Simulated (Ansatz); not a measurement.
# BPHS (quartet): geometry optimisation

Aim: relax a generated start of BPHS (quartet) and see which bonds hold.

Program: Ansatz 0.2.0, Gaussian basis. Level of theory: UKS PBE0/def2-TZVP. These are calculated values, not measurements.

## (1) The system as given

4 atoms, charge 0, spin multiplicity 4.

Atoms are counted from 1 here; the program's logs count them from 0.

Bond lengths: P1–B2 1.882 Å, P1–H4 1.412 Å, B2–S3 1.731 Å. Angles: B2–P1–H4 90.4°, P1–B2–S3 110.2°.

The start was built by rule and, where that kept it together, relaxed with GFN2-xTB. Sticks and bond lists go by distance. 

## (2) The run

File in.yaml:

```yaml
crystal:
  periodic: [false, false, false]
  atoms:
    - {symbol: P, position_ang: [-1.487070, -0.160714, -0.001429]}
    - {symbol: B, position_ang: [0.089752, 0.866009, 0.006373]}
    - {symbol: S, position_ang: [1.477426, -0.168701, -0.000991]}
    - {symbol: H, position_ang: [-2.265807, 1.016835, 0.007086]}
basis:
  gaussian: {orbitals: def2-TZVP}
magnetization: {spin_polarized: true, initial_magnetization: 3}
hamiltonian: {xc: pbe0}
relax: {f_tol: 0.004, max_steps: 80}
```

The run is started by

```console
ansatz run in.yaml --threads 1 --pin off --events-out ev --progress --plain --max-ram 2176MiB
```

Before running it: what results should come out? Wanted: energy gained; shift from the start; total energy; dipole moment; ⟨S²⟩.

**Answer**, as computed:

| quantity | value |
| --- | --- |
| steps | 5 |
| energy gained | 0.037 eV |
| shift from the start (rms) | 0.063 Å |
| total energy | -20805.5728 eV |
| dipole moment | 0.32 D |
| ⟨S²⟩ | 3.763 |

What this shows: The bonds of the start are those of the end. B2–S3 went from 1.731 to 1.777 Å. No vibrations were run, so this is a stationary point, not a proven minimum, and this spin need not be the ground state's.
